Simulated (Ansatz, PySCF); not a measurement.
## How well does each level of theory give the cohesive energy of rock-salt MgO?

Reference value: 5.2 eV/atom (measured, static lattice: zero-point vibration energy added, sources range from 5.19 to 5.27; as tabulated in Mejia-Rodriguez and Trickey (2018), arXiv:1807.09216).

Which of these levels comes closest to the reference?
(A) r²SCAN (Ansatz, an electronic-structure program)
(B) LDA (Ansatz)
(C) PBE (Ansatz)
(D) Hartree–Fock (PySCF)

A, r²SCAN (Ansatz)

| level (code) | value (eV/atom) | cell (Å³/atom) | error (eV/atom) |
|---|---|---|---|
| LDA (Ansatz) | 5.84 | 9.00 | +0.64 |
| PBE (Ansatz) | 4.99 | 9.62 | -0.21 |
| r²SCAN (Ansatz) | 5.25 | 9.29 | +0.05 |
| Hartree–Fock (PySCF) | 3.68 ± 0.08 | 9.14 | -1.52 |

The best agreement in this table is that of r²SCAN (+0.05 eV/atom). Hartree–Fock (-1.52 eV/atom) misses by most. Within 0.5 eV/atom: PBE, r²SCAN.

A ± on a computed value is a rough bar: the spread of its extrapolation, a floor set from checks against published values, or a statistical error. Each level is taken at its own relaxed cell. Cutoffs differ between the levels. Ansatz's density-functional and Hartree–Fock values are scalar-relativistic unless marked +SOC, with PAW data made under PBE.

Differences are worked out from the printed values.
